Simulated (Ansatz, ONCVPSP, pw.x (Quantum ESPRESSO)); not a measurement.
**pw.x on bcc Hf: one setting changed**

Potential: optimised norm-conserving Vanderbilt (ONCV), ONCVPSP 4.0.1.1 (patched build), PBEsol; core [Kr] 4d10 4f14, reference 5s2 5p6 5d2 6s2; waves: 5s+6s: rc 2.15 bohr, ncon 4, nbas 8, qcut 5 1/bohr, 2 projectors; 5p: rc 1.75 bohr, ncon 4, nbas 7, qcut 9.8 1/bohr, 2 projectors, debl 0.8 Ha; 5d: rc 2.70 bohr, ncon 3, nbas 8, qcut 5 1/bohr, 1 projector; local part: polynomial inside 1.60 bohr (lpopt 5, dvloc0 -1 Ha); core correction: Teter function, fcfact 4.5, rcfact 1.7. In the p channel the program set the typed energies aside and used -1.308, 0.250 Ha.

The reference run (k-mesh 13³, cutoffs 80/320 Ry, Fermi–Dirac 0.01 Ry, mixing_beta 0.4, conv_thr 1e-9, no spin) gives -0.78 GPa at 21.370 Å³/atom, where all-electron LAPW gives 0.10 GPa. This run, with its own iteration cap, changes nspin = 2 with starting_magnetization to 0.2.

```
&control
  calculation='scf', prefix='x', pseudo_dir='./', outdir='./tmp', tstress=.true., disk_io='none'
/
&system
  ibrav=0, nat=1, ntyp=1, ecutwfc=80, ecutrho=320, nbnd=14,
  occupations='smearing', smearing='fd', degauss=0.01, nspin=2, starting_magnetization(1)=0.2
/
&electrons
  conv_thr=1e-09, mixing_beta=0.4, electron_maxstep=50
/
ATOMIC_SPECIES
Hf 1.0 Hf.UPF
CELL_PARAMETERS angstrom
  -1.74816133 1.74816133 1.74816133
  1.74816133 -1.74816133 1.74816133
  1.74816133 1.74816133 -1.74816133
ATOMIC_POSITIONS crystal
Hf 0.0000 0.0000 0.0000
K_POINTS automatic
13 13 13 0 0 0
```

```bash
pw.x < Hf.scf.in > Hf.scf.out
```

How does the run end?

It converges in 10 iterations; the free energy moves by +0.0 meV/atom and the pressure by +0.00 GPa. The result is that of the reference run.

```
Message from routine setup:
     using ibrav=0 with symmetry is DISCOURAGED, use correct ibrav instead
     lattice parameter (alat)  =       5.7219  a.u.
     unit-cell volume          =     144.2119 (a.u.)^3
     number of electrons       =        12.00
     number of Kohn-Sham states=           14
     kinetic-energy cutoff     =      80.0000  Ry
     charge density cutoff     =     320.0000  Ry
     scf convergence threshold =      1.0E-09
     Exchange-correlation= PBESOL
     atomic species   magnetization
     number of k points=    84  Fermi-Dirac smearing, width (Ry)=  0.0100
     iteration #  1     ecut=    80.00 Ry     beta= 0.40
     total energy              =    -119.63903215 Ry
     estimated scf accuracy    <       0.04697018 Ry
     total magnetization       =     0.86 Bohr mag/cell
     absolute magnetization    =     0.86 Bohr mag/cell
     iteration #  2     ecut=    80.00 Ry     beta= 0.40
     total energy              =    -119.65013141 Ry
     estimated scf accuracy    <       0.01564648 Ry
     total magnetization       =     0.74 Bohr mag/cell
     absolute magnetization    =     0.74 Bohr mag/cell
     iteration #  3     ecut=    80.00 Ry     beta= 0.40
     total energy              =    -119.65287018 Ry
     estimated scf accuracy    <       0.00074387 Ry
     total magnetization       =     0.51 Bohr mag/cell
     absolute magnetization    =     0.51 Bohr mag/cell
     iteration #  4     ecut=    80.00 Ry     beta= 0.40
     total energy              =    -119.65381112 Ry
     estimated scf accuracy    <       0.00007158 Ry
     total magnetization       =     0.35 Bohr mag/cell
     absolute magnetization    =     0.35 Bohr mag/cell
     iteration #  5     ecut=    80.00 Ry     beta= 0.40
     total energy              =    -119.65368531 Ry
     estimated scf accuracy    <       0.00003578 Ry
     total magnetization       =     0.20 Bohr mag/cell
     absolute magnetization    =     0.20 Bohr mag/cell
     iteration #  6     ecut=    80.00 Ry     beta= 0.40
     total energy              =    -119.65466512 Ry
     estimated scf accuracy    <       0.00000916 Ry
     total magnetization       =    -0.02 Bohr mag/cell
     absolute magnetization    =     0.02 Bohr mag/cell
     iteration #  7     ecut=    80.00 Ry     beta= 0.40
     total energy              =    -119.65466412 Ry
     estimated scf accuracy    <       0.00000069 Ry
     total magnetization       =    -0.01 Bohr mag/cell
     absolute magnetization    =     0.01 Bohr mag/cell
     iteration #  8     ecut=    80.00 Ry     beta= 0.40
     total energy              =    -119.65466870 Ry
     estimated scf accuracy    <       0.00000004 Ry
     total magnetization       =     0.01 Bohr mag/cell
     absolute magnetization    =     0.01 Bohr mag/cell
     iteration #  9     ecut=    80.00 Ry     beta= 0.40
     total energy              =    -119.65466932 Ry
     estimated scf accuracy    <          1.5E-09 Ry
     total magnetization       =    -0.00 Bohr mag/cell
     absolute magnetization    =     0.00 Bohr mag/cell
     iteration # 10     ecut=    80.00 Ry     beta= 0.40
     the Fermi energy is    14.8041 ev
!    total energy              =    -119.65466932 Ry
     estimated scf accuracy    <          3.5E-10 Ry
     smearing contrib. (-TS)   =      -0.00836023 Ry
     The total energy is F=E-TS. E is the sum of the following terms:
     one-electron contribution =     -17.75479974 Ry
     hartree contribution      =      13.91342819 Ry
     xc contribution           =     -36.48871261 Ry
     ewald contribution        =     -79.31622494 Ry
     total magnetization       =    -0.00 Bohr mag/cell
     absolute magnetization    =     0.00 Bohr mag/cell
     convergence has been achieved in  10 iterations
          total   stress  (Ry/bohr**3)                   (kbar)     P=       -7.79
     Message from routine punch:
     Nothing written, as per user request (disk_io='none')
```

The run took about 36 s on one core of a shared host (Intel(R) Xeon(R) 6975P-C, 192 threads, 1512 GiB, load 122).
